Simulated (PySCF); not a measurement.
H$_{2}$S, charge +1, quartet, geometry from GFN2-xTB of the parent state (a state made from the parent by changing its charge; the spin is typed, not shown lowest); PySCF with B3LYP/6-31G**.

The PySCF input:
```python
from pyscf import gto, scf, dft

mol = gto.Mole()
mol.atom = '''
    S    -0.007575    0.103615   -0.002578
    H    -0.929143   -0.900722    0.043071
    H     1.050348   -0.757117   -0.001828
'''
mol.basis = '6-31g**'
mol.charge = 1
mol.spin = 3
mol.verbose = 5
mol.build()

mf = dft.UKS(mol)
mf.xc = 'b3lyp'
mf.kernel()
```

It wrote (shortened):

```
PySCF version 2.14.0

[INPUT] verbose = 5
[INPUT] max_memory = 4000
[INPUT] num. atoms = 3
[INPUT] num. electrons = 17
[INPUT] charge = 1
[INPUT] spin (= nelec alpha-beta = 2S) = 3
[INPUT] symmetry False subgroup None
[INPUT] Mole.unit = angstrom
[INPUT] Symbol           X                Y                Z      unit          X                Y                Z       unit  Magmom
[...]
[INPUT] ---------------- BASIS SET ----------------
[INPUT] l, kappa, [nprim/nctr], expnt,             c_1 c_2 ...
[INPUT] S
[...]
                                3301.49           0.01423
                                754.146           0.069696
                                212.711           0.238487
                                67.9896           0.483307
                                23.0515           0.338074
[...]
                                100.71            -0.031693
                                32.1599           -0.113317
                                11.8079           0.05609
                                4.6311            0.592255
                                1.87025           0.455006
[...]
                                0.922167          0.066957
                                0.341287          1.05451
[...]
                                100.71            0.030681
                                32.1599           0.130452
                                11.8079           0.327205
                                4.6311            0.452851
                                1.87025           0.256042
[...]
                                0.922167          0.310263
                                0.341287          0.754483
[...]
[INPUT] H
[...]
                                2.8253937         0.23472695
                                0.6401217         0.81375733
[...]
nuclear repulsion = 12.6827215135005
number of shells = 14
number of NR pGTOs = 65
number of NR cGTOs = 28
basis = 6-31g**
ecp = {}

******** <class 'pyscf.dft.uks.UKS'> ********
method = UKS
initial guess = minao
damping factor = 0
level_shift factor = 0
DIIS = <class 'pyscf.scf.diis.CDIIS'>
diis_start_cycle = 1
diis_space = 8
diis_damp = 0
SCF conv_tol = 1e-09
SCF conv_tol_grad = None
SCF max_cycles = 50
direct_scf = True
direct_scf_tol = 1e-13
number electrons alpha = 10  beta = 7
XC library pyscf.dft.libxc version 7.1.2
    S. Lehtola, C. Steigemann, M. J. T. Oliveira, and M. A. L. Marques,  SoftwareX 7, 1–5 (2018)
XC functionals = b3lyp
[...]
 -6.35936084e+00 -1.16503008e+00 -8.15396767e-01 -7.93866824e-01
 -6.98803513e-01 -3.93781103e-01 -2.77248749e-01  2.87148291e-03
  1.90060944e-02  2.32790369e-02  3.76236825e-02  2.74894131e-01
  2.76886916e-01  2.94622179e-01  3.35167045e-01  3.96360794e-01
  6.10400721e-01  7.86401108e-01  1.65180348e+00  1.68878838e+00
  1.76605686e+00  1.82553152e+00  2.31266117e+00  2.42640563e+00]
  beta  mo_energy =
[-8.93268105e+01 -8.39102040e+00 -6.35311902e+00 -6.34923231e+00
 -6.34447776e+00 -1.06777240e+00 -7.51094666e-01 -5.99769070e-01
 -5.19416147e-01 -2.41724534e-01 -2.09943881e-01  3.72138667e-02
  4.19955831e-02  6.49109271e-02  7.82229898e-02  3.53836019e-01
  3.85532373e-01  3.95596589e-01  4.07155097e-01  4.70082428e-01
  7.03059961e-01  8.71223891e-01  1.71446703e+00  1.75779048e+00
  1.83313732e+00  1.89122167e+00  2.37926490e+00  2.49288406e+00]
multiplicity <S^2> = 3.7523712  2S+1 = 4.0011854
nelec by numeric integration = [10.00000001  7.        ]
E1 = -568.4928498468039  E2 = 157.11089639255798  Ecoul = 183.24570757308516  Exc = -26.134811180527176
cycle= 8 E= -398.699231940745  delta_E= -4.44e-11  |g|= 4.01e-07  |ddm|= 1.46e-05

  alpha mo_energy =
[-8.93409482e+01 -8.40568378e+00 -6.37482793e+00 -6.37375481e+00
 -6.35936096e+00 -1.16503019e+00 -8.15396794e-01 -7.93866897e-01
 -6.98803641e-01 -3.93781096e-01 -2.77248743e-01  2.87143444e-03
  1.90060523e-02  2.32789879e-02  3.76236455e-02  2.74893950e-01
  2.76886754e-01  2.94622032e-01  3.35167048e-01  3.96360778e-01
  6.10400794e-01  7.86401165e-01  1.65180365e+00  1.68878856e+00
  1.76605704e+00  1.82553168e+00  2.31266129e+00  2.42640574e+00]
  beta  mo_energy =
[-8.93268104e+01 -8.39102050e+00 -6.35311912e+00 -6.34923239e+00
 -6.34447782e+00 -1.06777246e+00 -7.51094678e-01 -5.99769162e-01
 -5.19416252e-01 -2.41724527e-01 -2.09943862e-01  3.72138600e-02
  4.19955482e-02  6.49108558e-02  7.82229277e-02  3.53835970e-01
  3.85532307e-01  3.95596465e-01  4.07155074e-01  4.70082384e-01
  7.03059942e-01  8.71223888e-01  1.71446709e+00  1.75779054e+00
  1.83313739e+00  1.89122173e+00  2.37926494e+00  2.49288412e+00]
multiplicity <S^2> = 3.7523712  2S+1 = 4.0011854
nelec by numeric integration = [10.00000001  7.        ]
E1 = -568.4928522496634  E2 = 157.11089879541825  Ecoul = 183.245710094009  Exc = -26.13481129859075
Extra cycle  E= -398.699231940745  delta_E= 7.96e-13  |g|= 1.3e-07  |ddm|= 9.56e-07
converged SCF energy = -398.699231940745  <S^2> = 3.7523712  2S+1 = 4.0011854
```
